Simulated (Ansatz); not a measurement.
One geometry of Li2H4⁻, several levels of theory.

```yaml
crystal:
  periodic: [false, false, false]
  atoms:
    - {symbol: Li, position_ang: [1.723091, -0.019709, 0.476303]}
    - {symbol: Li, position_ang: [-1.721261, 0.049052, -0.474727]}
    - {symbol: H, position_ang: [-3.325901, 0.163704, -0.941509]}
    - {symbol: H, position_ang: [3.348571, 0.049082, 0.871130]}
    - {symbol: H, position_ang: [0.102516, -0.283617, -0.401778]}
    - {symbol: H, position_ang: [-0.127016, 0.041488, 0.470591]}
basis:
  gaussian: {orbitals: 6-31G}
total_charge: -1
magnetization: {spin_polarized: true, initial_magnetization: 1}
hamiltonian: {xc: hf}
scf: {omitted_lower_state_checks: [starts]}
output: {orbitals: {seedname: orbitals}}
```

The file start.molden holds the orbitals of an earlier run on this structure, at another level or in another basis.

```sh
$ ansatz run in.yaml --threads 4 --pin off --events-out ev --progress --plain --max-ram 3916MiB
```

Output, abridged:

```
Functional definition: HF
380 factors; integrals over basis functions are off by at most 6.5e-4 eV
mean field evaluation 1: about -463.9490 eV, gradient 8.2e0 eV
mean field evaluation 2: about -463.9866 eV, gradient 8.2e0 eV
mean field evaluation 4: about -464.9926 eV, gradient 6.1e-1 eV
mean field evaluation 8: about -465.0114 eV, gradient 8.9e-3 eV
mean field -465.01138902 eV, -17.0888533505 hartree, gradient 4.1e-5 eV, S^2 0.752214; 0 other end points of the search recorded, 0 dependent functions left out
reference -465.01138902 eV, -17.0888533505 hartree; 6, 5 occupied and 20, 21 virtual orbitals, 380 factors
Total energy: -465.01138902 eV, -17.0888533505 hartree
Checks for a lower state left out: starts
```

The first input with `gaussian: {orbitals: "def2-TZVPPD.json", initial_orbitals: start.molden}`, `correlation: {method: ccsd_t}`, `scf: {omitted_lower_state_checks: [starts, cluster_reference]}` and without the key `hamiltonian` (abridged; 4 s):

```
Functional definition: HF
mean field -465.78974080 eV, -17.1174572509 hartree, gradient 1.3e-6 eV, S^2 0.757063
second order -4.37690187 eV of doubles, -0.00000000 eV of singles
cycle   1  -5.08273719 eV  change   -7.1e-1 eV  update   6.2e-2
cycle   2  -5.35076690 eV  change   -2.7e-1 eV  update   2.4e-2
cycle   3  -5.35424383 eV  change   -3.5e-3 eV  update   6.9e-3
cycle   4  -5.35532397 eV  change   -1.1e-3 eV  update   2.7e-3
cycle   5  -5.35606854 eV  change   -7.4e-4 eV  update   9.9e-4
cycle   6  -5.35599053 eV  change    7.8e-5 eV  update   3.5e-4
cycle   7  -5.35592337 eV  change    6.7e-5 eV  update   1.8e-4
cycle   8  -5.35594227 eV  change   -1.9e-5 eV  update   7.9e-5
cycle   9  -5.35595517 eV  change   -1.3e-5 eV  update   3.3e-5
cycle  10  -5.35595577 eV  change   -6.0e-7 eV  update   1.4e-5
cycle  11  -5.35595403 eV  change    1.7e-6 eV  update   5.5e-6
perturbative correction -0.04026195 eV, -0.0014795994 hartree
Total energy: -471.18595679 eV, -17.3157645307 hartree
Checks for a lower state left out: starts, cluster_reference
```

First input, but with `gaussian: {orbitals: STO-3G}` (abridged; 0.05 s):

```
Functional definition: HF
mean field -455.78328312 eV, -16.7497267136 hartree, gradient 9.1e-6 eV, S^2 0.759840
Total energy: -455.78328312 eV, -16.7497267136 hartree
Checks for a lower state left out: starts
```

As the first input, with `gaussian: {orbitals: def2-TZVPD, initial_orbitals: start.molden}`, `hamiltonian: {xc: {name: wB97M-V}}` (abridged; 1.6 s):

```
Functional definition: wB97M-V
mean field -471.20989395 eV, -17.3166442050 hartree, gradient 1.4e-5 eV, S^2 0.750857
Total energy: -471.20994089 eV, -17.3166459303 hartree
Checks for a lower state left out: starts
```

As the first input, with `gaussian: {orbitals: def2-TZVPD, initial_orbitals: start.molden}`, `hamiltonian: {xc: {name: CAM-B3LYP}, dispersion: d4}` (abridged; 0.55 s):

```
Functional definition: CAM-B3LYP
mean field -471.73944634 eV, -17.3361048966 hartree, gradient 2.5e-5 eV, S^2 0.751516
Total energy: -471.85543860 eV, -17.3403675333 hartree
Checks for a lower state left out: starts
```

As the first input, with `gaussian: {orbitals: def2-TZVPD, initial_orbitals: start.molden}`, `hamiltonian: {xc: hse06, dispersion: d4}` (abridged; 0.55 s):

```
Functional definition: HSE06
mean field -470.88937712 eV, -17.3048654289 hartree, gradient 2.5e-5 eV, S^2 0.752008
Total energy: -470.99678331 eV, -17.3088125337 hartree
Checks for a lower state left out: starts
```

As the first input, with `gaussian: {orbitals: def2-TZVPD, initial_orbitals: start.molden}`, `hamiltonian: {xc: pbe, dispersion: d4}` (abridged; 0.45 s):

```
Functional definition: PBE
mean field -470.72766458 eV, -17.2989226027 hartree, gradient 2.6e-5 eV, S^2 0.751600
Total energy: -470.86123096 eV, -17.3038310766 hartree
Checks for a lower state left out: starts
```

Geometry: r2SCAN-D4/def2-TZVPD.

HSE06 is defined as in plane-wave codes, on full-range PBE exchange. Correlated methods freeze no core orbitals; core or outer-core shells of Li are correlated, in sets that lack core-valence functions. At HF/STO-3G, HSE06-D4/def2-TZVPD, PBE-D4/def2-TZVPD the highest occupied level of the charge -1 doublet lies above zero (up to 0.90 eV). In Hartree–Fock with STO-3G the lack of diffuse functions raises the level. By energy differences its removal costs 2.19 eV (vertical, to the charge 0 singlet, at PBE-D4/def2-TZVPD); a positive level beside a positive removal energy at the same level points to self-interaction error. In the doublet, H5 and H6 lie 0.96 Å apart (atoms count from 1), so these atoms are partly bonded to each other. The structure comes from a short search, and lower isomers may exist.
